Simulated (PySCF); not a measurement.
Molecule: `FC(C)F`, C2H4F2.

Mapped SMILES: `[CH3:1][CH:2]([F:3])[F:4]`; H(Xn) means a hydrogen on atom n.

Spin–spin couplings on one PBE0-D3(BJ)/def2-SVP geometry, PySCF, gas phase, non-relativistic, equivalent pairs averaged; isotopes ¹³C, ¹⁹F, ¹H; basis pcJ-1.

Reference values (Hz): ¹J(C2,F3) = -233.5 (measured; solution; Gryff-Keller and Szczecinski, RSC Adv. 2016, 6, 82783); ²J(C1,F3) = 22.5 (measured; solution; Gryff-Keller and Szczecinski, RSC Adv. 2016, 6, 82783); ¹J(C2,H(C2)) = 187.9 (measured; solution; Gryff-Keller and Szczecinski, RSC Adv. 2016, 6, 82783); ¹J(C1,H(C1)) = 127.9 (measured; solution; Gryff-Keller and Szczecinski, RSC Adv. 2016, 6, 82783); ³J(H(C1),H(C2)) = 4.5 (measured; solution (compiled); Pretsch, Buehlmann, Badertscher, Structure Determination of Organic Compounds, 4th ed., Springer 2009).

How do the couplings (Hz) change with the functional? Times are CPU seconds on shared hosts with different chips, so compare them loosely.

Answers


| functional | functions | ¹J(C2,F3) | ²J(C1,F3) | ¹J(C2,H(C2)) | ¹J(C1,H(C1)) | ³J(H(C1),H(C2)) | mean abs. error | core-s |
| --- | --- | --- | --- | --- | --- | --- | --- | --- |
| HF | 148 | -168.8 | 32.5 | 220.9 | 161.2 | 6.4 | 28.6 | 5.9 |
| LDA | 148 | -318.1 | 14.8 | 143.3 | 102.8 | 3.9 | 32.5 | 6.2 |
| PBE | 148 | -328.5 | 19.9 | 169.4 | 123.1 | 4.6 | 24.2 | 10 |
| KT2 | 148 | -327.9 | 13.3 | 181.8 | 129.1 | 5.5 | 22.4 | 10 |
| B3LYP | 148 | -299.5 | 23.6 | 184.5 | 134.9 | 5.1 | 15.6 | 20 |
| PBE0 | 148 | -292.3 | 23.5 | 175.7 | 127.0 | 4.8 | 14.7 | 11 |
| B97-2 | 148 | -287.2 | 21.8 | 168.5 | 121.5 | 4.6 | 16.1 | 11 |
| BHandHLYP | 148 | -253.2 | 28.2 | 198.1 | 144.6 | 5.6 | 10.7 | 13 |
| CAM-B3LYP | 148 | -284.0 | 24.3 | 182.5 | 132.3 | 5.2 | 12.6 | 14 |

Errors compare magnitudes, without vibrational corrections, and the largest couplings weigh most in the mean. Closest: BHandHLYP; furthest: LDA.
